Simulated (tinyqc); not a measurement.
Worked calculation: UHF in the sto-3g basis, for OH-, spin multiplicity 1. The basis has no diffuse functions, so it cannot describe the extra electron: this is an exercise in the method, not the real anion. This run ends on a higher stationary point, not on the lowest solution. Computed by tinyqc, a small Python program that keeps every step (integrals from PySCF). Settings: charge = -1, multiplicity = 1, basis = sto-3g, energy threshold = 1e-10, iteration cap = 89, orthogonalisation = canonical, start = Wolfsberg-Helmholz matrix, DIIS depth = 6, damping = 0.7, method = UHF, break = 0.7. Command: `OMP_NUM_THREADS=1 python tinyqc.py 25693 25694 out.jsonl` (the two numbers bound the seeds that draw the settings). One thread of a shared host (Intel(R) Xeon(R) Processor @ 2.60GHz), about 0.3 s of CPU time with the checks.

Geometry (angstrom):
```
atom         x         y         z
O     0.000000  0.000000  0.000000
H     0.000000  0.000000  1.889000
```

Stop when the energy changes by less than 1e-10 hartree and every element of the error matrix X^T (F D S - S D F) X (for each spin) is below 3e-06.

Course of the cycle:
```
iteration   E (hartree)     change  largest element of the error matrix
1          -72.91264293          -                             1.87e-01
2          -73.11675335  -2.04e-01                             1.93e-01
3          -73.30863296  -1.92e-01                             1.77e-01
4          -73.46850970  -1.60e-01                             1.39e-01
5          -73.59361257  -1.25e-01                             1.03e-01
6          -73.68842246  -9.48e-02                             7.48e-02
7          -73.75862059  -7.02e-02                             5.39e-02
8          -73.80971090  -5.11e-02                             3.86e-02
9          -73.84567517  -3.60e-02                             2.70e-02
10         -73.87179982  -2.61e-02                             1.89e-02
11         -73.89064068  -1.88e-02                             1.32e-02
12         -73.90400765  -1.34e-02                             9.24e-03
13         -73.91344595  -9.44e-03                             6.48e-03
14         -73.92008589  -6.64e-03                             4.55e-03
...                 ...        ...                                  ...
52         -73.93568491  -8.73e-09                             5.92e-09
53         -73.93568492  -6.11e-09                             4.14e-09
54         -73.93568492  -4.28e-09                             2.90e-09
55         -73.93568493  -2.99e-09                             2.03e-09
56         -73.93568493  -2.10e-09                             1.42e-09
57         -73.93568493  -1.47e-09                             9.94e-10
58         -73.93568493  -1.03e-09                             6.96e-10
59         -73.93568493  -7.19e-10                             4.87e-10
60         -73.93568493  -5.03e-10                             3.41e-10
61         -73.93568493  -3.52e-10                             2.39e-10
62         -73.93568493  -2.47e-10                             1.67e-10
63         -73.93568493  -1.73e-10                             1.17e-10
64         -73.93568493  -1.21e-10                             8.19e-11
65         -73.93568493  -8.46e-11                             5.73e-11
```

Can the last value be used, and what does the course show?

No, though the log alone does not show it. Converged in 65 iterations. But the solution lies 0.03216 hartree above the reference: it is another stationary point, not the lowest one. Reruns (cap 100 unless said): DIIS 8: converged in 12 to a higher stationary point; damping 0.5: converged in 94 to a higher stationary point; level shift 0.5: converged in 61 to a higher stationary point; atomic densities as start, DIIS 8: converged in 7 to a higher stationary point. PySCF UHF in the same basis, after a stability check = -73.96784967 hartree.
